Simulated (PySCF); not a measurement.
Results of a calculation; reference values are marked as such.
# MgSiH3O

MgSiH3O is a small molecule (built as: end group SiH2), neutral, doublet. The structure, one conformer, was relaxed in the gas phase by PBE0-D3(BJ)/def2-SVP. No frequency run checks that it is a minimum.

SMILES: [OH][Mg][SiH2]

```xyz
6

O    -1.773   -1.773    0.412
Mg   -0.533   -0.544    0.177
Si    1.176    1.268   -0.107
H    -2.422   -2.444    0.593
H     2.649    0.986   -0.138
H     0.924    2.475   -0.960
```
Atoms count from 1 in this order.

EPR values by unrestricted B3LYP, IGLO-III on O Si, def2-TZVP-core on Mg, pcH-1 on H (-core: s and p functions uncontracted, three tight s functions added).

Predict g and the largest hyperfine couplings. Where does the spin sit?

g = 2.0022, 2.0042, 2.0079. The spin sits on Si3 (101 %, bonded to 1 Mg + 2 H) by Mulliken populations.
| atom | isotope | isotropic (MHz) | dipolar, principal values (MHz) |
| --- | --- | --- | --- |
| Si3 | 29Si | -188.6 | -167.2, 82.6, 84.6 |
| H5 | 1H | -23.3 | -10.8, 2.9, 7.9 |
| H6 | 1H | -23.2 | -10.8, 2.9, 7.9 |
| Mg2 | 25Mg | -1.3 | -2.4, 0.9, 1.5 |
| O1 | 17O | -1.5 | -1.0, 0.5, 0.5 |
| H4 | 1H | 0.1 | -0.8, -0.6, 1.4 |

How do the isotropic couplings move with BHandHLYP?

Si3 -188.6 to -212.8 MHz, H5 -23.3 to -24.7 MHz, H6 -23.2 to -24.7 MHz, Mg2 -1.3 to 0.8 MHz.

The 2 runs behind this took 44 s in all, one thread each of Arm Neoverse N1 on a shared host, launched as `OMP_NUM_THREADS=1 python cluster_run.py task.json out`.
